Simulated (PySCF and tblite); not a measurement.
Values are calculated unless marked as measured or tabulated.
C3H7N, numbered as in [NH2:1][CH:2]1[CH2:3][CH2:4]1.

Search: ETKDG and KDG, MMFF94s, GFN2-xTB, 60 starts; geometries at GFN2-xTB. Energies: PBE0-D3(BJ)/def2-SVP (IEF-PCM, chloroform), with GFN2-xTB thermal terms (plain harmonic). Symmetry numbers and mirror images are counted. Conformers within 2.5 kcal/mol (GFN2-xTB free energy) were kept, 10 at most. Couplings: B3LYP/pcJ-1 (gas phase; spin-dipole term only for pairs with B, N, F, Si or P). Couplings are for ¹³C, ¹H, ¹⁵N. Of two unlike H on one atom, a is the less shielded (KT3/pcSseg-1 (IEF-PCM, chloroform)). (PySCF 2.14, tblite 0.8.)

Torsions listed: H1–N1–C2–C3. Of a mirror pair one member is shown.

```
conformer  shape  weight %
        1  -154°      94.7
        2    83°       5.3
```

**Question.** Give the couplings in each conformer and the averages at 298.15 K (pairs that fast motion interchanges averaged).

**Answer.** 
```tsv
coupling	pairs	1	2	average (Hz)
¹J(N1,C2)	1	-8.5	-5.5	-8.3
²J(N1,C3)	2	-3.3	-0.4	-3.1
¹J(N1,H1)	2	-68.7	-67.3	-68.6
²J(N1,H2)	1	0.8	-6.8	0.3
³J(N1,H3a)	2	-1.7	-1.1	-1.7
³J(N1,H3b)	2	-3.6	-2.2	-3.5
¹J(C2,C3)	2	17.8	16.4	17.8
²J(H1,C2)	2	-2.2	-3.1	-2.2
¹J(C2,H2)	1	172.7	176.4	172.9
²J(C2,H3a)	2	-0.5	-1.0	-0.6
²J(C2,H3b)	2	-3.1	-2.9	-3.1
¹J(C3,C4)	1	16.6	12.9	16.4
³J(H1,C3)	4	5.1	3.7	5.1
²J(H2,C3)	2	2.2	0.4	2.1
¹J(C3,H3a)	2	164.5	164.7	164.5
¹J(C3,H3b)	2	168.8	163.8	168.5
²J(C3,H4a)	2	-2.1	-2.6	-2.1
²J(C3,H4b)	2	-2.0	-1.9	-2.0
²J(H1,H1)	1	-7.6	-8.4	-7.6
³J(H1,H2)	2	1.3	8.4	1.7
³J(H2,H3a)	2	7.1	8.0	7.2
³J(H2,H3b)	2	3.6	4.3	3.6
²J(H3a,H3b)	2	-5.6	-6.9	-5.7
³J(H3a,H4a)	1	10.4	11.1	10.4
³J(H3a,H4b)	2	6.8	6.8	6.8
³J(H3b,H4b)	1	11.3	11.5	11.3
```
